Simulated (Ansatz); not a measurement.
# doublet C₂N: levels of theory in one basis

```
atom   x (Å)   y (Å)    z (Å)
   C  0.0000  0.0000  -1.3300
   C  0.0000  0.0000   0.0000
   N  0.0000  0.0000   1.1258
```

Basis set: def2-SVP (spherical functions). Frozen core: 3 orbitals. Correlation on ROHF uses semicanonical orbitals with singles. Charge 0, multiplicity 2.

Computed with Ansatz (development build ahead of 0.2.0); each method stands on the lowest determinant of its kind that the runs found.

```json
{"method": "ROHF", "E − E(ROHF) (eV)": "0.00", "<S²> of the determinant": "–"}
{"method": "UHF", "E − E(ROHF) (eV)": "-0.39", "<S²> of the determinant": "1.20"}
{"method": "ROHF-MP2", "E − E(ROHF) (eV)": "-9.54", "<S²> of the determinant": "–"}
{"method": "ROHF-CCSD(T)", "E − E(ROHF) (eV)": "-10.63", "<S²> of the determinant": "–"}
{"method": "UHF-CCSD(T)", "E − E(ROHF) (eV)": "-10.61", "<S²> of the determinant": "1.20"}
```

Task: What does UHF-MP2 give on the same scale?

Result: -9.12 eV.

Caution for UHF, UHF-MP2, UHF-CCSD(T): the unrestricted determinant is spin contaminated.
